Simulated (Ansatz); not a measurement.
```yaml
crystal:
  periodic: [false, false, false]
  atoms:
    - {symbol: F, position_ang: [0.194699, -0.284423, 1.588757]}
    - {symbol: C, position_ang: [0.678163, 0.260047, 0.417541]}
    - {symbol: C, position_ang: [-0.212921, 0.043481, -0.779568]}
    - {symbol: S, position_ang: [0.254348, 0.622210, -2.223047]}
    - {symbol: S, position_ang: [-1.695053, -0.804708, -0.576438]}
    - {symbol: H, position_ang: [0.801102, 1.335671, 0.564961]}
    - {symbol: H, position_ang: [1.652455, -0.187308, 0.207715]}
    - {symbol: H, position_ang: [-1.580693, -1.042070, 0.744279]}
basis:
  gaussian: {orbitals: def2-TZVPD, final_grid: {core_spheres: 20, valence_spheres: 16, degree: 47}, nuclear_model: gaussian}
hamiltonian: {xc: {name: revPBE}, pseudopotentials: {relativity: none}}
kpoints: {mp_grid: {grid: [2, 2, 2]}}
output: {forces: true}
```

```sh
$ ansatz run in.yaml --threads 2 --pin off --events-out ev --progress --plain --max-ram 4352MiB
```

It prints (some lines left out):

```
Error: invalid value for `basis.gaussian`: such a run doesn't read kpoints; remove what it names
```

Something in this input is off. What?

The input holds a key that doesn't belong there. The program refused the input.
